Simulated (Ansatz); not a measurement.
# BClH4: the cost of one run

All numbers below are computed with Ansatz 0.2.0 (RKS B3LYP/def2-SVP).

### 1 The starting structure

Bond lengths: B1–Cl2 2.210 Å, B1–H3 1.190 Å, B1–H4 1.190 Å, Cl2–H6 1.516 Å. Angles: B1–Cl2–H6 56.2°, Cl2–B1–H3 120.0°, Cl2–B1–H4 120.0°, H3–B1–H4 120.0°.

Structure file:

```xyz
6

B     0.0000    0.0000    0.0000
Cl    0.0000    0.0000    2.2100
H     1.0305    0.0000   -0.5950
H    -1.0305    0.0000   -0.5950
H     0.0623   -1.4126    0.4698
H     0.0555   -1.2580    1.3665
```

### 2 Pulling towards end A

Springs on the bonds that form and break draw the guess towards this end; the thresholds are loose.

The input, input.yaml:

```yaml
crystal:
  periodic: [false, false, false]
  atoms:
    - { symbol: B, position_ang: [0.0, 0.0, 0.0] }
    - { symbol: Cl, position_ang: [0.0, 0.0, 2.21] }
    - { symbol: H, position_ang: [1.0305, 0.0, -0.595] }
    - { symbol: H, position_ang: [-1.0305, 0.0, -0.595] }
    - { symbol: H, position_ang: [0.0623, -1.4126, 0.4698] }
    - { symbol: H, position_ang: [0.0555, -1.258, 1.3665] }
basis:
  gaussian: { orbitals: def2-SVP }
hamiltonian:
  xc: b3lyp
relax:
  f_tol: 0.15
  max_steps: 25
  restrain:
    - { distance: [0, 4], at: 2.39, k: 30.0 }
    - { distance: [5, 1], at: 2.57, k: 30.0 }
    - { distance: [0, 1], at: 1.86, k: 30.0 }
    - { distance: [5, 4], at: 0.66, k: 30.0 }
output:
  orbitals: {}
```

The run is started by

```sh
> ansatz run input.yaml --threads 1 --pin off --max-ram 2048MiB --backend cpu --events-out ev --progress --plain --runs-dir out
```

**Question.** How long does this run take on 1 thread of Arm Neoverse V2, shared host, and how much memory does it need?

About 8.2 s, with a peak of 0.1 GiB.
